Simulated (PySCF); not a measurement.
```xyz
5
charge 0 multiplicity 1, angstrom
C     0.0000    0.0000    0.0000
Cl   -1.0180   -1.0180    1.0180
Cl    1.0180   -1.0180   -1.0180
Cl   -1.0180    1.0180   -1.0180
Cl    1.0180    1.0180    1.0180
```

Computed with PBE0 in PySCF with C def2-TZVP, Cl def2-TZVP; no relativity; density-fitted integrals.

This geometry of CCl4 is a stationary point at this level.

Task: What is the point group?

Result: Td.

Task: Is it a minimum?

Result: Yes: all harmonic wavenumbers are real.

Task: Give the ideal-gas entropy at 298.15 K and 1 bar by parts.

Result: translation 171.5, rotation 98.6, vibration 38.8, spin 0.0; total 308.9 J/(mol K).

Task: What is the atomisation energy, with and without zero-point energy?

Result: 1334 kJ/mol without, 1309 kJ/mol with.
